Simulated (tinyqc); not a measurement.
Born-Oppenheimer dynamics on the UHF/sto-3g surface (energies and gradients from PySCF), for H2O+, spin multiplicity 2, step by step. Computed by tinyqc, a small Python program that keeps every step (integrals from PySCF). Settings: charge = 1, multiplicity = 2, basis = sto-3g, time step (fs) = 0.5, steps = 16. Command: `OMP_NUM_THREADS=1 python tinyqc.py 28385 28386 out.jsonl` (the two numbers bound the seeds that draw the settings). One thread of a shared host (Intel(R) Xeon(R) Processor @ 2.60GHz), about 2 s of CPU time with the checks.

## Velocity Verlet step 1

positions (bohr), order 1O, 2H, 3H:
```
[[-0.00567, 0.06047, 0.05669],
 [-0.05669, 1.33226, 0.97132],
 [0.01323, -1.45509, 1.00344]]
```

velocities (bohr per atomic time unit), order 1O, 2H, 3H:
```
[[0.00000353, 0.00002384, 0.00002473],
 [-0.00008947, -0.00016416, -0.00022327],
 [0.00003353, -0.00021416, -0.00016927]]
```

gradient (hartree/bohr), order 1O, 2H, 3H:
```
[[-0.0111607, 0.2195174, 0.2722754],
 [0.0124374, -0.3132269, -0.2189954],
 [-0.0012767, 0.0937095, -0.0532800]]
```

masses (electron masses): [29156.94639, 1837.15259, 1837.15259]

gradient after step 1 (hartree/bohr), order 1O, 2H, 3H:
```
[[-0.0096065, 0.1765476, 0.2305294],
 [0.0107477, -0.2597859, -0.1822873],
 [-0.0011412, 0.0832383, -0.0482421]]
```

dt = 0.5 fs = 20.6707 atomic units; x' = x + v dt - g dt^2 / (2m); after the new gradient g', v' = v - (g + g') dt / (2m).

positions after step 1 (bohr), order 1O, 2H, 3H:
```
[[-0.00551, 0.05936, 0.05521],
 [-0.05999, 1.36529, 0.99217],
 [0.01407, -1.47041, 1.00614]]
```

velocities after step 1 (bohr per atomic time unit), order 1O, 2H, 3H:
```
[[0.00001089, -0.00011656, -0.00015350],
 [-0.00021991, 0.00305946, 0.00203425],
 [0.00004713, -0.00120962, 0.00040187]]
```

## Velocity Verlet step 2

gradient after step 2 (hartree/bohr), order 1O, 2H, 3H:
```
[[-0.0051600, 0.0785087, 0.1349564],
 [0.0059304, -0.1374097, -0.0983937],
 [-0.0007705, 0.0589010, -0.0365627]]
```

As before.

positions after step 2 (bohr), order 1O, 2H, 3H:
```
[[-0.00522, 0.05565, 0.05035],
 [-0.06578, 1.45874, 1.05542],
 [0.01518, -1.50510, 1.02006]]
```

velocities after step 2 (bohr per atomic time unit), order 1O, 2H, 3H:
```
[[0.00001612, -0.00020697, -0.00028305],
 [-0.00031373, 0.00529398, 0.00361328],
 [0.00005788, -0.00200926, 0.00087896]]
```

## Energy conservation

The total energy should stay constant up to terms of order dt^2; the step counts as short enough if it moves by less than 2 % of the largest kinetic energy.

Trajectory:
```
time (fs)  1O-2H (angstrom)  potential (hartree)  kinetic (hartree)  total (hartree)
0.00000             0.82941          -74.6019530          0.0001648      -74.6017883
0.50000             0.85103          -74.6176995          0.0144815      -74.6032180
1.00000             0.91388          -74.6490695          0.0440448      -74.6050247
1.50000             0.99866          -74.6674222          0.0623214      -74.6051008
2.00000             1.08815          -74.6668682          0.0624195      -74.6044487
2.50000             1.17136          -74.6544555          0.0505908      -74.6038647
3.00000             1.24238          -74.6380152          0.0345094      -74.6035058
3.50000             1.29839          -74.6227267          0.0194060      -74.6033207
4.00000             1.33831          -74.6113520          0.0081044      -74.6032476
4.50000             1.36191          -74.6050179          0.0017809      -74.6032370
5.00000             1.36930          -74.6039198          0.0006686      -74.6032512
5.50000             1.36053          -74.6078436          0.0045647      -74.6032789
6.00000             1.33546          -74.6163319          0.0129961      -74.6033358
6.50000             1.29398          -74.6284929          0.0250439      -74.6034490
7.00000             1.23632          -74.6426572          0.0390161      -74.6036411
7.50000             1.16369          -74.6560744          0.0521250      -74.6039494
8.00000             1.07911          -74.6644754          0.0600422      -74.6044332
```

The total energy moves within 3.3e-03 hartree; that is over 2 % of the largest kinetic energy, so the time step is too long.
